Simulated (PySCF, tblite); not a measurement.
## A complex of hydrogen fluoride and 3 × ammonia

A gas-phase complex of hydrogen fluoride and 3 × ammonia; neutral, singlet. The structure comes from a short search (6 tight-binding starts) and was relaxed by PBE0-D3(BJ)/def2-SVPD; another way of binding may lie lower. No frequency run checks that it is a minimum.

Parts: 1 = hydrogen fluoride (F), atoms 1–2; 2 = ammonia (N), atoms 3–6; 3 = ammonia (N), atoms 7–10; 4 = ammonia (N), atoms 11–14.

```xyz
14

F    -2.211    0.774   -0.316
H    -1.847   -0.165   -0.385
N    -1.399   -1.575   -0.530
H    -1.162   -2.003    0.360
H    -2.188   -2.104   -0.949
H    -0.590   -1.670   -1.138
N    -3.876   -2.687   -1.716
H    -4.445   -3.351   -1.198
H    -4.348   -1.770   -1.667
H    -3.891   -2.985   -2.688
N    -4.891    0.179   -1.401
H    -4.013    0.534   -1.012
H    -5.097    0.729   -2.230
H    -5.623    0.384   -0.727
```
(Å; atoms numbered from 1)

Contacts between parts, classed by geometry: H2···N3 1.487 Å (hydrogen bond, 176°); H5···N7 1.944 Å (hydrogen bond, 166°); H12···F1 1.947 Å (hydrogen bond, 166°); H9···N11 2.041 Å (hydrogen bond, 167°).

Deforming the relaxed parts to their shape here costs 4.8 kcal/mol, which the interaction energies leave out.

Interaction energies are complex less parts, with the parts frozen as they stand in it; counterpoise-corrected, in kcal/mol (PySCF).

Task: Give the interaction energy at each level run.

Result: 
| level | interaction | superposition error removed |
| --- | --- | --- |
| wB97M-D3(BJ)/def2-TZVPD | -31.91 | -0.78 |
| PBE0-D3(BJ)/def2-TZVPD | -35.60 | -0.69 |
| RI-MP2/def2-TZVPD | -29.53 | -2.92 |

Task: What holds them together? Decompose the wB97M-D3(BJ)/def2-TZVPD energy: frozen parts, their antisymmetrised product, then relaxation.

Result: electrostatic -58.8, Pauli repulsion +70.7, orbital relaxation -41.0, dispersion correction -3.6 kcal/mol, which sum to the value before the counterpoise correction; the Pauli term holds the exchange-correlation of the frozen density too. Of the attraction, 57 % is electrostatic, 40 % is orbital relaxation, 3 % is dispersion correction.

Task: Are the pair energies additive?

Result: The pairs sum to -25.05 kcal/mol (1–2 -15.4, 1–3 -2.1, 1–4 -1.3, 2–3 -2.1, 2–4 -1.4, 3–4 -2.7); the rest of -6.86 is a many-body strengthening.

The parts were also relaxed and run alone, at the levels used for the complex: shieldings by PBE0/pcSseg-2; core levels by delta-SCF with SCAN, pcX-2 on the ionised atom and pcseg-1 elsewhere, spin-free X2C.

Task: How do these values change when the complex forms?

Result: 
| property | alone | in the complex | change |
| --- | --- | --- | --- |
| F1–H2 bond (Å) | 0.920 | 1.009 | +0.089 |
| shielding of H2 (ppm) | 29.19 | 16.35 | -12.84 |
| shielding of N3 (ppm) | 262.5 | 235.7 | -26.8 |
| shielding of H5 (ppm) | 31.49 | 23.78 | -7.70 |
| shielding of N7 (ppm) | 262.5 | 244.1 | -18.4 |
| F1 1s core level (eV) | 694.12 | 690.29 | -3.82 |
| N3 1s core level (eV) | 405.54 | 405.55 | +0.01 |
| N7 1s core level (eV) | 405.54 | 404.86 | -0.68 |

Density functionals tend to overstate the lengthening and the red shift of so strongly bound an X–H bond.
